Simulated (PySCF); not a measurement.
HCN.
Atom-mapped SMILES: `[CH:1]#[N:2]` (hydrogens: H3 on C1)

The same species was optimised twice, with GFN2-xTB and with PBE0-D3(BJ)/def2-SVP (PySCF), and the same property calculations (PySCF, gas phase) were run on both structures.

```
  coordinate  GFN2-xTB  PBE0-D3(BJ)/def2-SVP  change
   C1–H3 (Å)     1.058                 1.079  +0.021
   C1≡N2 (Å)     1.138                 1.154  +0.016
N2–C1–H3 (°)     180.0                 180.0     0.0
```

Rotational constants: B = 45647 MHz (linear) (GFN2-xTB) against B = 44303 MHz (linear) (PBE0-D3(BJ)/def2-SVP). Point groups within 0.08 Å: C∞v and C∞v.

On the GFN2-xTB structure: HOMO (eV) -10.50 [PBE0/pcSseg-1]; LUMO (eV) 0.58 [PBE0/pcSseg-1]; dipole (D) 3.02 [PBE0/pcSseg-1]; GIAO shielding of C1 (ppm) 75.1 [PBE0/pcSseg-1]; GIAO shielding of N2 (ppm) -42.2 [PBE0/pcSseg-1].

**Question.** What do these properties become on the PBE0-D3(BJ)/def2-SVP structure?

**Answer.** 
```tsv
property	level	on GFN2-xTB	on PBE0-D3(BJ)/def2-SVP	change
HOMO (eV)	PBE0/pcSseg-1	-10.50	-10.39	+0.11
LUMO (eV)	PBE0/pcSseg-1	0.58	0.43	-0.15
dipole (D)	PBE0/pcSseg-1	3.02	3.05	+0.03
energy, GFN2-xTB geometry as zero (kcal/mol)	PBE0/pcSseg-1	0.0	-0.2	-0.2
GIAO shielding of C1 (ppm)	PBE0/pcSseg-1	75.1	71.9	-3.2
GIAO shielding of N2 (ppm)	PBE0/pcSseg-1	-42.2	-49.4	-7.2
```

The heavy atoms differ by 0.008 Å rms after alignment. Among all bonds C1–H3 changes most (+0.021 Å). Changes are differences of the printed values. Neither structure is proved a minimum here.
